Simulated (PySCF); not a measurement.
**H2S: electronic excitations at several levels of theory**

How much do the electronic excitations of H2S (`S`) depend on the level of theory, and what does each level cost?

Programs: PySCF 2.14.0, with density-fitted response routines of our own. Each step states its level of theory. These are calculated values for one molecule in the gas phase, unless marked as measured. Atoms count from 0, in the outputs and in this text.

### 1 The molecule as given

3 atoms, charge 0, multiplicity 1; geometry from: GFN2-xTB.

Bonds of the start (Å): S0–H1 1.33, S0–H2 1.33.

### 2 Geometry optimisation at PBE0-D3(BJ)/def2-TZVP

Job settings and geometry (Å):

```
{"job": {"xc": "PBE0", "basis": "def2-TZVP", "d3": "d3bj", "grid": 2, "kind": "geom"}, "charge": 0, "multiplicity": 1}
S     -0.002780     0.054270    -0.000280
H     -0.911110    -0.913110    -0.000510
H      1.001310    -0.813120     0.009500
```

The program printed:

```text
step   0  E = -399.26165092  max force = 0.010551
step   1  E = -399.26185820  max force = 0.000363
step   2  E = -399.26185923  max force = 0.000031
optimisation converged
```

Wall time 3.4 s (4 threads of Intel Xeon at 2.50GHz (Skylake/Cascade Lake), shared host).

The steps of the relaxation:

| step | energy from step 0 (eV) | largest force component (eV/Å) |
| --- | --- | --- |
| 0 | 0.0000 | 0.5426 |
| 1 | -0.0056 | 0.0187 |
| 2 | -0.0057 | 0.0016 |

Close pairs (by a distance rule), those that changed most:

| bond | before (Å) | after (Å) | change (Å) |
| --- | --- | --- | --- |
| S0–H2 | 1.327 | 1.341 | +0.014 |
| S0–H1 | 1.327 | 1.341 | +0.014 |

The final coordinates are the input of the step that follows.

| at the end point | value |
| --- | --- |
| point group (found at 0.08 Å tolerance) | C2v |
| rotational constants (GHz, main isotopes) | 308.7, 267.9, 143.4 |
| dipole moment (D) | 1.16 |

### 3 Excited states and response: CAM-B3LYP/aug-cc-pVTZ

Job settings and geometry (Å):

```
{"job": {"kind": "uv", "xc": "CAM-B3LYP", "basis": "aug-cc-pVTZ", "nstates": 14, "ntriplets": 2}, "charge": 0, "multiplicity": 1}
S     -0.003272     0.061293    -0.000323
H     -0.920701    -0.917267    -0.000545
H      1.011393    -0.815986     0.009578
```

With the program's defaults for keys left out, this is: TDDFT CAM-B3LYP/aug-cc-pVTZ, vertical, gas phase, core orbitals frozen in the response.

The program printed:

```text
coarse grid: 2864 points
cycle   1  E = -399.4047274449  dE = -1.141e-01  |g| = 1.766e-01  |ddm| = 2.559e+00
cycle   2  E = -399.4125595924  dE = -7.832e-03  |g| = 1.318e-01  |ddm| = 5.785e-01
cycle   3  E = -399.4174379709  dE = -4.878e-03  |g| = 1.094e-02  |ddm| = 1.936e-01
cycle   4  E = -399.4174732427  dE = -3.527e-05  |g| = 2.984e-03  |ddm| = 1.967e-02
cycle   5  E = -399.4174771811  dE = -3.938e-06  |g| = 7.852e-04  |ddm| = 5.667e-03
final grid: 22496 points
cycle   6  E = -399.4197856543  dE = -2.056e-06  |g| = 5.877e-04  |ddm| = 1.405e-02
cycle   7  E = -399.4197857133  dE = -5.900e-08  |g| = 3.122e-04  |ddm| = 1.383e-03
cycle   8  E = -399.4197857399  dE = -2.658e-08  |g| = 4.049e-05  |ddm| = 4.158e-04
cycle   9  E = -399.4197857404  dE = -5.102e-10  |g| = 1.459e-05  |ddm| = 9.304e-05
converged SCF energy = -399.4197857404

Static polarisability (au): isotropic 24.643, principal 24.400 24.544 24.984

Singlet excitations
state   eV       nm        f      main configurations
  1   5.9494    208.4   0.05812   H->L 0.91, H->L+5 0.09
  2   6.0005    206.6   0.00000   H->L+2 0.68, H->L+1 0.25
  3   7.4736    165.9   0.00000   H->L+1 0.65, H->L+2 0.30
  4   7.8655    157.6   0.00290   H->L+3 0.98
  5   8.2479    150.3   0.00711   H->L+4 0.94
  6   8.5299    145.4   0.04429   H->L+5 0.71, H->L+7 0.20
  7   8.8812    139.6   0.10980   H-1->L 0.86
  8   9.1321    135.8   0.00037   H->L+7 0.51, H->L+8 0.34, H->L+5 0.11
  9   9.3464    132.7   0.00673   H-1->L+2 0.40, H->L+9 0.32, H-1->L+1 0.22
 10   9.4040    131.8   0.00000   H->L+6 0.87, H->L+1 0.10
 11   9.9991    124.0   0.30217   H->L+8 0.61, H->L+7 0.26
 12  10.1541    122.1   0.11055   H->L+10 0.88
 13  10.3234    120.1   0.03505   H-1->L+1 0.67, H-1->L+2 0.21
 14  10.4718    118.4   0.09905   H->L+9 0.48, H-1->L+2 0.21, H-2->L 0.19

Triplet excitations (Tamm-Dancoff, eV): 5.5037 5.5782
```

Run time: 3.4 s. Hardware: 4 threads of Intel Xeon at 2.50GHz (Skylake/Cascade Lake), shared host.

Frontier orbitals and where they lie:

| orbital | eV | atoms |
| --- | --- | --- |
| HOMO−3 | -22.51 | S0 49 %, H1 26 %, H2 26 % |
| HOMO−2 | -13.92 | S0 48 %, H2 26 %, H1 26 % |
| HOMO−1 | -11.80 | S0 70 %, H2 15 %, H1 15 % |
| HOMO | -8.95 | S0 71 %, H1 14 %, H2 14 % |
| LUMO | 0.08 | H1 47 %, H2 47 %, S0 6 % |
| LUMO+1 | 0.89 | H2 37 %, H1 37 %, S0 27 % |
| LUMO+2 | 1.54 | S0 75 %, H2 12 %, H1 12 % |

With each of the 14 states as a Gaussian band of 0.4 eV half-width at 1/e, the curve within the window shown has maxima at 208 nm (ε 2,400), 141 nm (ε 5,500), 123 nm (ε 19,000) L/(mol cm). Beyond the last state computed it falls off for lack of states. The curve at chosen wavelengths:

| nm | ε (L/mol/cm) |
| --- | --- |
| 115 | 3394 |
| 120 | 14999 |
| 124 | 17693 |
| 129 | 5726 |
| 134 | 2661 |
| 138 | 4864 |
| 143 | 5032 |
| 147 | 3170 |
| 152 | 1234 |
| 157 | 398 |
| 161 | 165 |
| 166 | 51 |
| 171 | 11 |
| 175 | 3 |
| 180 | 10 |
| 185 | 71 |
| 189 | 235 |
| 194 | 709 |
| 199 | 1453 |
| 203 | 2025 |
| 208 | 2352 |
| 212 | 2200 |
| 217 | 1649 |
| 222 | 1014 |
| 226 | 606 |
| 231 | 278 |

Ground-state properties from the same run:

| property | computed |
| --- | --- |
| dipole moment (D) | 1.04 |
| polarisability (Å³) | 3.65 |
| HOMO–LUMO gap (eV) | 9.03 |
| −ε(HOMO) (eV) | 8.95 |

### 4 Excited states and response: PBE0/aug-cc-pVTZ

Job settings and geometry (Å):

```
{"job": {"kind": "uv", "xc": "PBE0", "basis": "aug-cc-pVTZ", "nstates": 14, "ntriplets": 2}, "charge": 0, "multiplicity": 1}
S     -0.003272     0.061293    -0.000323
H     -0.920701    -0.917267    -0.000545
H      1.011393    -0.815986     0.009578
```

Method: TDDFT PBE0/aug-cc-pVTZ, vertical, gas phase, core orbitals frozen in the response.

The program printed:

```text
coarse grid: 2864 points
cycle   1  E = -399.2532900452  dE = -8.154e-02  |g| = 1.586e-01  |ddm| = 2.617e+00
cycle   2  E = -399.2551406947  dE = -1.851e-03  |g| = 1.594e-01  |ddm| = 6.426e-01
cycle   3  E = -399.2628048895  dE = -7.664e-03  |g| = 8.697e-03  |ddm| = 2.583e-01
cycle   4  E = -399.2628152554  dE = -1.037e-05  |g| = 1.292e-03  |ddm| = 1.864e-02
cycle   5  E = -399.2628157248  dE = -4.694e-07  |g| = 6.721e-04  |ddm| = 2.882e-03
final grid: 22496 points
cycle   6  E = -399.2680431758  dE = -7.630e-06  |g| = 4.134e-03  |ddm| = 2.861e-02
cycle   7  E = -399.2680438515  dE = -6.756e-07  |g| = 3.423e-03  |ddm| = 9.406e-03
cycle   8  E = -399.2680465787  dE = -2.727e-06  |g| = 2.445e-04  |ddm| = 4.991e-03
cycle   9  E = -399.2680465992  dE = -2.056e-08  |g| = 3.251e-05  |ddm| = 3.971e-04
cycle  10  E = -399.2680465996  dE = -3.286e-10  |g| = 3.705e-06  |ddm| = 4.537e-05
converged SCF energy = -399.2680465996

Static polarisability (au): isotropic 24.594, principal 24.324 24.434 25.025

Singlet excitations
state   eV       nm        f      main configurations
  1   5.9720    207.6   0.05937   H->L 0.98
  2   6.0777    204.0   0.00000   H->L+1 0.91, H->L+2 0.08
  3   7.3973    167.6   0.00000   H->L+2 0.91
  4   7.8541    157.9   0.00312   H->L+3 0.99
  5   8.1935    151.3   0.00382   H->L+4 0.97
  6   8.4578    146.6   0.02763   H->L+5 0.94
  7   8.8832    139.6   0.11212   H-1->L 0.95
  8   9.1630    135.3   0.00637   H->L+7 0.78, H->L+8 0.18
  9   9.2522    134.0   0.00000   H->L+6 0.97
 10   9.3777    132.2   0.00612   H-1->L+1 0.65, H->L+9 0.32
 11   9.9562    124.5   0.31807   H->L+8 0.79, H->L+7 0.17
 12  10.1834    121.8   0.10855   H->L+10 0.90
 13  10.2309    121.2   0.04723   H-1->L+2 0.70, H-1->L+1 0.15, H->L+9 0.13
 14  10.5334    117.7   0.08471   H->L+9 0.41, H-2->L 0.22, H-1->L+2 0.18

Triplet excitations (Tamm-Dancoff, eV): 5.5251 5.5945
```

Run time: 3.7 s. Hardware: 4 threads of Intel Xeon at 2.50GHz (Skylake/Cascade Lake), shared host.

In short: HOMO -7.57 eV, LUMO -0.32 eV; lowest singlet 5.97 eV.

### 5 Excited states and response: wB97X-D/aug-cc-pVTZ

Job settings and geometry (Å):

```
{"job": {"kind": "uv", "xc": "wB97X-D", "basis": "aug-cc-pVTZ", "nstates": 14, "ntriplets": 2}, "charge": 0, "multiplicity": 1}
S     -0.003272     0.061293    -0.000323
H     -0.920701    -0.917267    -0.000545
H      1.011393    -0.815986     0.009578
```

With the program's defaults for keys left out, this is: TDDFT wB97X-D/aug-cc-pVTZ, vertical, gas phase, core orbitals frozen in the response.

The program printed:

```text
coarse grid: 2864 points
cycle   1  E = -399.3890455631  dE = -1.287e-01  |g| = 1.953e-01  |ddm| = 2.602e+00
cycle   2  E = -399.4001036908  dE = -1.106e-02  |g| = 1.278e-01  |ddm| = 6.466e-01
cycle   3  E = -399.4045026558  dE = -4.399e-03  |g| = 1.178e-02  |ddm| = 1.989e-01
cycle   4  E = -399.4045580049  dE = -5.535e-05  |g| = 3.464e-03  |ddm| = 2.044e-02
cycle   5  E = -399.4045650067  dE = -7.002e-06  |g| = 8.146e-04  |ddm| = 7.645e-03
final grid: 22496 points
cycle   6  E = -399.4099969296  dE = -1.885e-05  |g| = 3.392e-03  |ddm| = 1.101e-01
cycle   7  E = -399.4099979361  dE = -1.007e-06  |g| = 1.665e-03  |ddm| = 1.170e-02
cycle   8  E = -399.4099984266  dE = -4.904e-07  |g| = 1.563e-04  |ddm| = 2.306e-03
cycle   9  E = -399.4099984353  dE = -8.735e-09  |g| = 3.231e-05  |ddm| = 5.520e-04
cycle  10  E = -399.4099984359  dE = -5.750e-10  |g| = 5.527e-06  |ddm| = 1.386e-04
converged SCF energy = -399.4099984359

Static polarisability (au): isotropic 24.709, principal 24.375 24.448 25.303

Singlet excitations
state   eV       nm        f      main configurations
  1   6.0922    203.5   0.00002   H->L+2 0.76, H->L+1 0.16
  2   6.1110    202.9   0.06676   H->L 0.85, H->L+5 0.14
  3   7.5392    164.5   0.00000   H->L+1 0.71, H->L+2 0.21
  4   7.9728    155.5   0.00288   H->L+3 0.98
  5   8.2840    149.7   0.00574   H->L+4 0.95
  6   8.5466    145.1   0.03014   H->L+5 0.71, H->L+7 0.16, H->L 0.11
  7   9.0425    137.1   0.12506   H-1->L 0.83, H-1->L+5 0.13
  8   9.2837    133.6   0.01123   H->L+7 0.45, H->L+8 0.43
  9   9.3731    132.3   0.00000   H->L+6 0.84, H->L+1 0.13
 10   9.4371    131.4   0.00514   H-1->L+2 0.45, H->L+9 0.33, H-1->L+1 0.16
 11   9.9157    125.0   0.32462   H->L+8 0.52, H->L+7 0.35
 12  10.2145    121.4   0.11294   H->L+10 0.89
 13  10.3871    119.4   0.04452   H-1->L+1 0.72, H-1->L+2 0.12
 14  10.5947    117.0   0.15916   H->L+9 0.51, H-1->L+2 0.27, H-2->L 0.10

Triplet excitations (Tamm-Dancoff, eV): 5.6604 5.8063
```

It took 3.7 s on 4 threads of Intel Xeon at 2.50GHz (Skylake/Cascade Lake), shared host.

Key values: HOMO -9.47 eV, LUMO 0.77 eV; lowest singlet 6.09 eV.

### 6 TDDFT and polarisability: PBE/aug-cc-pVTZ

Job settings and geometry (Å):

```
{"job": {"kind": "uv", "xc": "PBE", "basis": "aug-cc-pVTZ", "nstates": 14, "ntriplets": 2}, "charge": 0, "multiplicity": 1}
S     -0.003272     0.061293    -0.000323
H     -0.920701    -0.917267    -0.000545
H      1.011393    -0.815986     0.009578
```

With the program's defaults for keys left out, this is: TDDFT PBE/aug-cc-pVTZ, vertical, gas phase, core orbitals frozen in the response.

The program printed:

```text
coarse grid: 2864 points
cycle   1  E = -399.2156576114  dE = -5.315e-02  |g| = 1.771e-01  |ddm| = 2.701e+00
cycle   2  E = -399.2085404697  dE =  7.117e-03  |g| = 2.434e-01  |ddm| = 8.366e-01
cycle   3  E = -399.2266976752  dE = -1.816e-02  |g| = 1.856e-02  |ddm| = 3.944e-01
cycle   4  E = -399.2267529876  dE = -5.531e-05  |g| = 8.393e-03  |ddm| = 3.256e-02
cycle   5  E = -399.2267775728  dE = -2.459e-05  |g| = 3.078e-04  |ddm| = 1.104e-02
cycle   6  E = -399.2267776093  dE = -3.650e-08  |g| = 2.859e-05  |ddm| = 8.764e-04
final grid: 22496 points
cycle   7  E = -399.2329868915  dE = -7.333e-06  |g| = 5.996e-03  |ddm| = 3.435e-02
cycle   8  E = -399.2329807825  dE =  6.109e-06  |g| = 7.249e-03  |ddm| = 1.784e-02
cycle   9  E = -399.2329945028  dE = -1.372e-05  |g| = 6.230e-04  |ddm| = 1.138e-02
cycle  10  E = -399.2329946441  dE = -1.413e-07  |g| = 9.950e-05  |ddm| = 9.744e-04
cycle  11  E = -399.2329946473  dE = -3.121e-09  |g| = 1.349e-06  |ddm| = 1.592e-04
cycle  12  E = -399.2329946473  dE = -8.527e-13  |g| = 2.851e-07  |ddm| = 5.203e-06
converged SCF energy = -399.2329946473

Static polarisability (au): isotropic 25.418, principal 25.014 25.049 26.191

Singlet excitations
state   eV       nm        f      main configurations
  1   5.5307    224.2   0.05910   H->L 0.99
  2   5.9104    209.8   0.00000   H->L+1 1.00
  3   6.8512    181.0   0.00000   H->L+2 1.00
  4   7.3516    168.6   0.00261   H->L+3 0.99
  5   7.7091    160.8   0.00215   H->L+4 0.97
  6   8.0035    154.9   0.01347   H->L+5 0.94
  7   8.3393    148.7   0.10064   H-1->L 0.97
  8   8.6982    142.5   0.00000   H->L+6 1.00
  9   8.8129    140.7   0.01259   H->L+7 0.97
 10   9.0642    136.8   0.00554   H-1->L+1 0.67, H->L+9 0.28
 11   9.6074    129.1   0.30815   H->L+8 0.90
 12   9.6256    128.8   0.02170   H-1->L+2 0.85, H->L+9 0.15
 13   9.8722    125.6   0.10257   H->L+10 0.89
 14  10.1288    122.4   0.02868   H-2->L 0.43, H->L+9 0.34, H-1->L+1 0.12

Triplet excitations (Tamm-Dancoff, eV): 5.2167 5.4061
```

Run time: 3.6 s. Hardware: 4 threads of Intel Xeon at 2.50GHz (Skylake/Cascade Lake), shared host.

In short: HOMO -6.31 eV, LUMO -0.87 eV; lowest singlet 5.53 eV.

### 7 Comparing the runs: electronic excitations

Excitations and ground-state properties, with basis size and wall time:

| run | lowest singlet (eV) | brightest (eV) | f | gap (eV) | α (Å³) | μ (D) | functions | time |
| --- | --- | --- | --- | --- | --- | --- | --- | --- |
| CAM-B3LYP/aug-cc-pVTZ | 5.95 | 10.00 | 0.302 | 9.03 | 3.65 | 1.04 | 96 | 3.4 s |
| PBE0/aug-cc-pVTZ | 5.97 | 9.96 | 0.318 | 7.25 | 3.64 | 1.04 | 96 | 3.7 s |
| wB97X-D/aug-cc-pVTZ | 6.09 | 9.92 | 0.325 | 10.24 | 3.66 | 1.05 | 96 | 3.7 s |
| PBE/aug-cc-pVTZ | 5.53 | 9.61 | 0.308 | 5.44 | 3.77 | 1.00 | 96 | 3.6 s |

### 8 Outcome

| quantity | value |
| --- | --- |
| point group | C2v |
| rotational constants (main isotopes) | 308.70, 267.92, 143.43 GHz |
| lowest singlet (CAM-B3LYP/aug-cc-pVTZ) | 5.95 eV (208 nm), f = 0.058 |
| brightest single state of those computed | state 11, 10.00 eV, f = 0.302 |
| lowest triplet | 5.50 eV |
| range of the lowest singlet | 5.53 to 6.09 eV |

What this shows: Single values in the summary come from the first run of each kind that ended normally (CAM-B3LYP/aug-cc-pVTZ), which need not be the best level. Over 2 steps the energy fell by 0.006 eV; of the close pairs, S0–H2 changed most, 1.327 to 1.341 Å. The lowest singlet, at 5.95 eV, is HOMO→LUMO 0.91, HOMO→LUMO+5 0.09 and is bright; of the 14 states computed, the strongest absorption comes from state 11 at 10.00 eV. The lowest triplet lies 0.45 eV below the lowest singlet (triplets in Tamm-Dancoff, singlets in full TDDFT). States above −ε(HOMO) lie where TDDFT describes them poorly and they hang on the basis; the brightest is among them. The lowest singlet runs from 5.53 eV (PBE/aug-cc-pVTZ) to 6.09 eV (wB97X-D/aug-cc-pVTZ), while the orbital gap spans 5.44 to 10.24 eV: the excitation energy moves far less from run to run than the orbital gap does. The lowest state need not be the same one in every run.
